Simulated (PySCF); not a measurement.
carbon tetrachloride cation (CCl₄), SMILES ClC(Cl)(Cl)Cl (connectivity only; charge and spin as stated), charge +1, multiplicity 2.

Geometry optimised at B3LYP-D3(BJ)/def2-SVP. The spin state was assumed, not searched.

Computed with r2SCAN/def2-TZVP (PySCF).

Gas-phase values at a fixed geometry.

```json
{
  "total_energy": "-1878.41156 hartree",
  "point_group": "D2d",
  "α spin, highest occupied and lowest empty level": "-14.09 and -8.47 eV",
  "β spin, highest occupied and lowest empty level": "-13.79 and -13.64 eV",
  "dipole_moment_about_the_centre_of_nuclear_charge": "0.00 D",
  "mean_static_polarisability": "82.9 bohr³ (12.28 Å³)",
  "polarisability_principal_values": "70.9, 88.9, 88.9 bohr³",
  "⟨S²⟩": "0.752 (pure state 0.75)"
}
```
